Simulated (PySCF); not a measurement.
Work out the structure from these simulated measurements.

Formula: C2H2F2O.

| Item | Value |
| --- | --- |
| UV, strongest line | among the 8 lowest singlet transitions: S6 at 8.95 eV (139 nm, f = 0.073) [TDDFT PBE0/def2-SVPD] |
| Couplings | largest of the computed one-bond spin–spin couplings (means over like bonds): 19F–13C -310.4 (×2), 13C–1H +195.3, 13C–1H +189.8, 13C–13C +59.5, 17O–13C +30.8 Hz [B3LYP/pcJ-1] |
| Rotational structure | rotational constants A, B, C: 9.565, 3.812, 2.985 GHz [GFN2-xTB] |
| 1H NMR | chemical shifts (computed TMS as zero) by class: 9.68 (1 H), 5.64 (1 H) ppm [GIAO PBE0/pcSseg-1] |
| NMR, other nuclei | isotropic shieldings of nuclei other than C and H, by class: -378 (1 O), 317 (2 F) ppm [GIAO PBE0/pcSseg-1] |
| 13C NMR | chemical shifts (computed TMS as zero) by class: 196.0 (1 C), 116.6 (1 C) ppm [GIAO PBE0/pcSseg-1] |
| Polarisability | 30.3 au [PBE0/def2-SVPD] |
| UV, first state | lowest singlet excitation: 4.07 eV (305 nm, f = 0.000) [TDDFT PBE0/def2-SVPD] |
| Dipole | 0.44 D [PBE0/def2-SVPD] |

Gas-phase values; electronic properties from PySCF, density fitting. Levels stand in brackets. One conformer (not necessarily the lowest) at the GFN2-xTB geometry, without solvent, vibrations or thermal averaging. NMR classes are plain means over equivalent atoms (diastereotopic ones count apart unless rotation or inversion swaps them), as if these changed places fast.

**Question.** Propose a structure and show how it fits.

**Answer.** Numbering: `[O:1]=[CH:2][CH:3]([F:4])[F:5]`. Its formula, C2H2F2O, gives 1 degree of unsaturation: 0 rings and 1 π bond in the structure found. 2 carbons fall into 2 classes; from least to most shielded: aldehyde carbon [C2] (196.0 ppm), CHF2 carbon [C3] (116.6 ppm). Hydrogen classes from least to most shielded: 1 H on an aldehyde carbon, C2 (9.68 ppm), 1 H on a CHF2 carbon, C3 (5.64 ppm). The other shieldings belong to: -378 ppm, aldehyde oxygen [O1]; 317 ppm, fluorine of a CF2 group [F4/F5]. The couplings run between: -310.4 Hz, fluorine of a CF2 group [F4] and CHF2 carbon [C3] (with 1 like pair); +195.3 Hz, CHF2 carbon [C3] and its hydrogen; +189.8 Hz, aldehyde carbon [C2] and its hydrogen; +59.5 Hz, aldehyde carbon [C2] and CHF2 carbon [C3]; +30.8 Hz, aldehyde oxygen [O1] and aldehyde carbon [C2]. S1 is mainly HOMO→LUMO (weight 0.99); the largest Löwdin shares of the orbital it empties are 0.54 on the aldehyde oxygen, 0.17 on the aldehyde carbon, 0.11 on the CHF2 carbon and 0.08 on the formyl hydrogen, of the orbital it fills 0.41 on the aldehyde carbon, 0.37 on the aldehyde oxygen, 0.06 on the CHF2 carbon and 0.05 on the formyl hydrogen. The optimised geometry has point group Cs and is an asymmetric top. Structure: `O=CC(F)F`. The assignments are read from this structure; whether some other isomer fits the data as well wasn't checked.

Conformer computed: `[O:1]=[CH:2][CH:3]([F:4])[F:5]`: O1–C2–C3–F4 -122°.
